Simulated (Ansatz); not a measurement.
Energy needed to pull apart AlSiH$_{4}$ (SMILES [AlH][SiH3]), doublet, into free ground-state atoms, from the structure below (displaced at random from a GFN2-xTB minimum); no zero-point or spin–orbit terms; open-shell atoms are treated unrestricted, in their ground-state multiplicity.

```
atom    x (Å)    y (Å)    z (Å)
 Al1   0.5741  -1.2552   1.4557
 Si2  -0.2294   0.6600  -0.2101
  H3   1.3188  -2.6483   0.7841
  H4  -1.5447   0.2292  -0.7352
  H5   0.7143   1.1639  -1.4061
  H6  -0.4962   1.6080   0.6311
```

Computed with Ansatz 0.2.0 (basis: def2-TZVPP); correlated methods freeze the cores; orbitals are unrestricted.

```csv
method,atomization energy (kcal/mol)
PBE-D4,317.8
r2SCAN-D4,325.2
PBE0-D4,?
r2SCAN0-D4,322.9
BHLYP-D4,321.1
wB97M-V,?
HF,245.7
MP2,307.0
CCSD,312.0
CCSD(T),314.2
```

What does PBE0-D4 give? (To be estimated.)

By the calculation: 317.8 kcal/mol, which is about 3.6 kcal/mol more than CCSD(T)/def2-TZVPP.

What does wB97M-V give? (To be estimated.)

By the calculation: 320.3 kcal/mol, which is about 6.1 kcal/mol more than CCSD(T)/def2-TZVPP.

In triple zeta the MP2 and coupled-cluster atomization energies are still short of their basis limit by a few kcal/mol a bond, whereas those of the functionals are nearly converged, so these differences are not deviations from converged CCSD(T).

T1 diagnostic: at most 0.018. ⟨S²⟩ of the unrestricted Hartree–Fock references: 0.77 (a pure state has 0.75).

For scale, one of the runs: CCSD(T)/def2-TZVPP forces, 140 basis functions (an equivalent command: `ansatz run in.yaml --threads 4`). The run took 48 s on 4 CPU threads (shared host), with 2.8 GiB of host memory at its peak.
